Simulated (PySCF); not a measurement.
# Neon: a sound run and one with changed settings

Sound run: Ne [Ne], Ne⁺ [He] 2s2 2p5. All numbers are calculated (PySCF 2.14, scalar relativity by spin-free X2C-1e, in jorge-DZP-DKH (4s2p1d, 15 functions)). In the sound run the correlated levels freeze 1s2. The sound run starts from symmetry-adapted Hartree-Fock orbitals and uses a fine grid where one is needed.

Changed run: initial guess minao, at most 50 SCF cycles, level shift 2.0 hartree.

| species | method | sound run (hartree) | changed run (hartree) | converged |
| --- | --- | --- | --- | --- |
| Ne | UHF | -128.65992 | -128.65992 | yes |
| Ne | M06-L | -129.06837 | -129.06837 | yes |
| Ne | PBE | -128.97096 | -128.97096 | yes |
| Ne | MP2 | -128.83331 | -128.76910 | yes |
| Ne | CCSD(T) | -128.83875 | -128.83875 | yes |
| Ne⁺ | UHF | -127.93413 | -127.93413 | yes |
| Ne⁺ | M06-L | -128.28332 | -128.28332 | yes |
| Ne⁺ | PBE | -128.18037 | -128.18037 | yes |
| Ne⁺ | MP2 | -128.05359 | -128.01351 | yes |
| Ne⁺ | CCSD(T) | -128.06491 | -128.06491 | yes |

Ionisation energy of Ne:

| method | sound run (eV) | changed run (eV) |
| --- | --- | --- |
| UHF | 19.750 | 19.750 |
| M06-L | 21.362 | 21.362 |
| PBE | 21.513 | 21.513 |
| MP2 | 21.217 | 20.561 |
| SCS-MP2 | 21.085 | 20.482 |
| CCSD | 21.033 | 21.033 |
| CCSD(T) | 21.057 | 21.057 |

A level shift leaves the converged SCF energy unchanged but raises the virtual orbital energies, which shrinks MP2 if it is not removed.

For comparison, NIST gives 21.565 eV between the lowest levels.
